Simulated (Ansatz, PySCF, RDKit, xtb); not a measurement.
**SiCF−: from the formula to a structure**

Task: start from the formula SiCF− (charge -1), draw up candidate structures, narrow them down in stages, and characterise the one that lies lowest at 298.15 K.

The funnel: GFN2-xTB relaxations, single points with a density functional, relaxations at B3LYP-D3(BJ)/def2-SVPD, harmonic vibrations, and a last energy at a higher level. All values are calculated.

4 further runs of the same task are left out: 4 set aside as unsound or not needed.

## (1) Possible bonding patterns

A program enumerates the bonding patterns with one Lewis structure each (two rings at most, one unusual centre or charged pair), with their diastereomers. O–O, O–halogen and N–halogen bonds and N–N–N chains are not drawn. That gives 2 candidates.

```csv
label,SMILES,spin
c115,FC#[Si-],singlet
c797,[C-]#[Si]F,singlet
```

Candidates are built by distance geometry, with a force field where one applies, in up to four conformers (letters a to d). 2 starts with atoms placed at random are added, to find patterns that the rules miss.

Q: Predict the outcome of this search (final energies at CCSD(T)/def2-TZVPPD).

| quantity | value |
| --- | --- |
| lowest structure found | FC#[Si-], singlet, C∞v |
| next finalist | [C-]#[Si]F, singlet, 9.8 kcal/mol higher in G |
| share at equilibrium, among the finalists | 100.0 % |
| harmonic wavenumbers, lowest and highest (B3LYP-D3(BJ)/def2-SVPD) | 270 and 1429 cm⁻¹ |
| rotational constants, same geometry | 0.162 cm⁻¹ |
| HOMO energy (PBE0/def2-TZVPD) | -0.23 eV |
| LUMO energy (PBE0/def2-TZVPD) | 4.29 eV |
| HOMO–LUMO gap (to an unbound level, set by the basis) (PBE0/def2-TZVPD) | 4.52 eV |
| lowest excitation (TD-B3LYP/def2-SVPD) | 3.54 eV (f = 0.000) |
| lowest triplet excitation, same level, Tamm-Dancoff | 2.66 eV |
| vertical detachment energy | 2.19 eV |
| vertical triplet less singlet | +2.61 eV |

`FC#[Si-]` comes out lowest. The margin of 9.8 kcal/mol over the next finalist is beyond the usual error of the last level; it says nothing of structures that weren't ranked. r2SCAN-D4/def2-SVPD, B3LYP-D3(BJ)/def2-SVPD and MP2/def2-TZVPPD already put its bonding pattern lowest among the structures in one piece; HF/def2-TZVPPD favours the triplet [C-]#[Si]F. A large T1 diagnostic among the finalists warns that one reference determinant may not suffice. It concerns: the finalist [C-]#[Si]F (singlet); the finalist [C-]#[Si]F (triplet). In an anion, excitations above the detachment energy lie in the continuum and hang on the basis, so they needn't be bound states. Lowest found is not proven lowest: the search is finite, and each finalist counts with one conformer.
